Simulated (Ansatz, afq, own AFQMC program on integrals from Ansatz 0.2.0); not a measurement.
HBr, singlet: AFQMC among the cluster methods

```xyz
2

Br    0.0000    0.0000    0.0000
H     0.0000    0.0000    2.2260
```

Basis cc-pVDZ. Noble-gas cores (and the filled d shells of Ga–Kr and In–Xe) are frozen. AFQMC by an in-house program on the Cholesky factors that Ansatz 0.2.0 writes for its CCSD(T) run. The CISD trial takes its coefficients from CCSD amplitudes. Released means that phaseless walkers are propagated on without the constraint, phases kept. Uncertainties: one standard error, sampling alone. No spin–orbit coupling.

Determinant: UHF, the one that the program's search chose, which needn't be the lowest solution. The geometry is a point of a scan.

Full CI on the same integrals is exact in this basis and with this determinant's frozen core.

Cautions: no relativity below Rb; no spin-orbit coupling; inner d shell frozen; strong correlation (T1 0.091, weight of the determinant 0.73, largest double 0.33); unrestricted determinant spin contaminated (⟨S²⟩ 0.70 against 0.00).

The T1 diagnostic is 0.0911 and the weight of the determinant in the CISD state is 0.729. The ⟨S²⟩ of the determinant is 0.704. The size of the correlated space is 8 electrons in 18 orbitals.

Reference: full CI, correlation energy -3.844 eV. The released energy is read at 2.40 1/Eh (meV from the phaseless value at times in 1/Eh: -5.9 ± 2.5 at 0.24, -11 ± 3 at 0.51, -8 ± 3 at 0.99, -8 ± 4 at 1.62, -10 ± 3 at 2.40). The cautions show a poor starting determinant, so the rows tell how each method copes with it here, and full CI is the sure value.

| level | E − E(reference) (meV) | share of correlation (%) |
| --- | --- | --- |
| HF | 3843.8 | 0.00 |
| MP2 | 1089.1 | 71.67 |
| CCSD | 218.7 | 94.31 |
| CCSD(T) | 75.8 | 98.03 |
| CCSDT | 14.8 | 99.62 |
| CCSDT(Q) | 1.1 | 99.97 |
| CCSDTQ | 0.8 | 99.98 |
| ph-AFQMC/CISD | 17.8 ± 3.9 | 99.54 |
| released AFQMC | 7.4 ± 3.3 | 99.81 |

CCSDT and higher add their correlation energy to the determinant of the CCSD(T) run, since their own runs factorise the integrals more tightly (a shift of under 2 meV). A walk keeps the symmetry of its determinant, which the program's search chose and which needn't be the lowest solution, so a lower state of the same spin and another symmetry isn't excluded. Released energies are given only where the last usable release times agree within the noise; a slower fall can still hide under it.
